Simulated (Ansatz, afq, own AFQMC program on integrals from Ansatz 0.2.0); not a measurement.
# BH$_{3}$O, triplet in cc-pVTZ, levels against AFQMC with the constraint released

```xyz
5

B    -1.3573    0.0000    0.0000
H    -1.9540    1.0336    0.0000
H    -1.9540   -1.0336    0.0000
H     0.0737    0.0000    0.0000
O     1.1587    0.0000    0.0000
```

Connectivity, by distances: BH2 ··· O, 1 bridging H.

Basis cc-pVTZ. Only valence electrons are correlated. Integrals, coupled cluster, full CI and functionals: Ansatz 0.2.0; the random walks run on the same integrals in our own AFQMC program. The CISD trial takes its coefficients from CCSD amplitudes. Released means that phaseless walkers are propagated on without the constraint, phases kept. Error bars are statistical, one sigma.

Determinant: UHF, the one that the program's search chose, which needn't be the lowest solution. The geometry is a point of a scan.

No full CI on the walks' own integrals is used here. The released AFQMC energy serves as the reference, which it does only where one determinant dominates, the energy is flat over the last release times and near the phaseless one (40 meV or 2 meV an electron, half that with transition metals). On small molecules, where full CI could be run and the noise was under 10 meV, such values lay within 10 meV of it in 19 cases of 20, a flattering rate, since the rule was set on those same cases; what remains of the bias isn't in the error bar.

Cautions: lower spins were not checked; the released value is read at 2.40 1/Eh with a noise of 10 meV, more than in the cases checked (meV from the phaseless value at times in 1/Eh: -6 ± 5 at 0.24, -13 ± 5 at 0.51, -26 ± 4 at 0.99, -14 ± 8 at 1.62, -10 ± 10 at 2.40).

The T1 diagnostic is 0.0156 and the weight of the determinant in the CISD state is 0.895. The ⟨S²⟩ of the determinant is 2.031 and the size of the correlated space is 12 electrons in 100 orbitals.

Reference: AFQMC with the constraint released, correlation energy -9.166 ± 0.010 eV.

```csv
level,E − E(reference) (kJ/mol),share of correlation (%)
HF,884.4 ± 1.0,0.00
MP2,115.1 ± 1.0,86.98
CCSD,26.6 ± 1.0,96.99
CCSD(T),3.0 ± 1.0,99.67
ph-AFQMC/CISD,0.9 ± 1.1,99.89
```

A walk keeps the symmetry of its determinant, which the program's search chose and which needn't be the lowest solution, so a lower state of the same spin and another symmetry isn't excluded. Released energies are given only where the last usable release times agree within the noise; a slower fall can still hide under it.
